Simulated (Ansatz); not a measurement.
Ta2Tl4S11 (P-1, No. 2) was calculated with PBEsol (plane waves, PAW; Ansatz, a quantum-chemistry and plane-wave program).

Run with plane-wave cutoff 520 eV, 6×4×4 k mesh (along the axes of the cell as run), Fermi–Dirac smearing 0.01 eV, scalar-relativistic PAW data made under PBE.

Cell (measured lattice):

```xyz
34
Lattice="7.8370 0.0000 0.0000 0.6721 8.8766 0.0000 0.2897 3.9097 12.5792" Properties=species:S:1:pos:R:3 pbc="T T T"
Tl     4.3753     5.9413    11.0946
Tl     4.4235     6.8449     1.4846
Tl     2.5342    10.7948     7.1492
Tl     6.2647     1.9915     5.4301
S      0.8297     6.7132     3.0467
S      7.9692     6.0731     9.5326
Tl     2.4166     5.9837     7.3610
Tl     6.3822     6.8026     5.2182
S      3.4239     3.5293     9.4332
S      5.3749     9.2570     3.1461
S      4.4202     9.4940    11.1112
S      4.3786     3.2923     1.4680
S      2.1757     0.5232     0.5610
S      6.6231    12.2631    12.0182
S      3.5834     8.9126     4.1801
S      5.2154     3.8736     8.3992
S      0.7143     8.3188     6.7047
S      8.0845     4.4675     5.8745
S      3.5000     5.2658     4.3788
S      5.2989     7.5205     8.2004
Tl     1.2945    10.5731    12.2466
Tl     7.5043     2.2132     0.3326
Ta     1.2802     4.4333     3.8303
Ta     7.5187     8.3530     8.7490
S      1.4609     7.5416    10.2332
S      7.3380     5.2447     2.3460
S      2.4177     3.9840     1.3799
S      6.3811     8.8023    11.1993
S      3.3204     3.2059     4.6543
S      5.4785     9.5804     7.9249
S      0.4778     2.1392     3.2329
S      8.3211    10.6471     9.3464
Ta     2.7725     1.7102     2.3958
Ta     6.0263    11.0760    10.1834
```

Estimate the band gap, smallest direct gap on the k points sampled and Γ–Γ gap that the calculation returns.


band gap: 1.36 eV
smallest direct gap on the k points sampled: 1.40 eV
Γ–Γ gap: 1.47 eV

Note: cell and atoms aren't relaxed at this level (largest force component 0.31 eV/Å, pressure -1.0 GPa).

Spin–orbit coupling is not included; with these elements it can move the gap by several tenths of an eV or more.

Static lattice: no zero-point or thermal effects.

Cost on a shared machine: very roughly 8 core-minutes.
